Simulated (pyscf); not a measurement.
## Insertion: HO–SiH: [singlet] + hydrogen (H₂) → silanol (HO–SiH₃)

Gas phase, singlet surface, charge 0. Bonds broken: H4–H6. Bonds formed: Si2–H4, Si2–H6. Structures and frequencies: ωB97X-D3(BJ)/def2-SVP in PySCF.

Transition state (Å):

```xyz
6

O      1.1049     1.2029     0.1229
Si     0.2665    -0.2164    -0.1665
H      1.7276     1.2071     0.8568
H      0.9425    -1.1678    -1.1480
H     -0.0487    -0.9751     1.0789
H      1.5099    -1.3663    -0.1564
```

One imaginary mode, 1326i cm⁻¹; descent along it reached the two sides named.

```json
[
 {"bond": "H4–H6", "change": "breaks", "reactant side (Å)": "0.763", "saddle": "1.160", "product side": "2.435"},
 {"bond": "Si2–H4", "change": "forms", "reactant side (Å)": "2.7", "saddle": "1.525", "product side": "1.485"},
 {"bond": "Si2–H6", "change": "forms", "reactant side (Å)": "2.8", "saddle": "1.694", "product side": "1.495"}
]
```

Electronic energies relative to the separated reactants (kcal/mol):

```json
[
 {"level": "ωB97X-D3(BJ)/def2-TZVP", "barrier": "19.6", "reaction energy": "-50.8", "reverse barrier": "70.4"},
 {"level": "PBE/def2-TZVP", "barrier": "12.6", "reaction energy": "-45.3", "reverse barrier": "57.9"},
 {"level": "r²SCAN/def2-TZVP", "barrier": "12.0", "reaction energy": "-50.9", "reverse barrier": "62.9"},
 {"level": "B3LYP-D3(BJ)/def2-TZVP", "barrier": "18.8", "reaction energy": "-46.7", "reverse barrier": "65.5"},
 {"level": "PBE0-D3(BJ)/def2-TZVP", "barrier": "13.8", "reaction energy": "-50.1", "reverse barrier": "63.9"},
 {"level": "M06-2X/def2-TZVP", "barrier": "21.1", "reaction energy": "-47.2", "reverse barrier": "68.3"},
 {"level": "ωB97M-D3(BJ)/def2-TZVP", "barrier": "20.7", "reaction energy": "-46.2", "reverse barrier": "66.9"},
 {"level": "HF/def2-TZVP", "barrier": "33.3", "reaction energy": "-52.1", "reverse barrier": "85.4"}
]
```

With ωB97M-D3(BJ)/def2-TZVP energies and thermal terms (ideal gas, 1 atm, RRHO with modes under 100 cm⁻¹ raised to 100, one conformer, R ln 2 for chiral ones without a mode under 150 cm⁻¹), in kcal/mol:

```
T (K)   ΔH‡   ΔG‡     ΔH     ΔG
-----  ----  ----  -----  -----
298    21.4  29.5  -42.8  -34.5
600    20.6  38.0  -43.4  -25.8
900    20.5  46.8  -43.3  -17.0
1200   20.6  55.5  -42.8   -8.3
```

One saddle was located; it need not be the lowest between these sides.
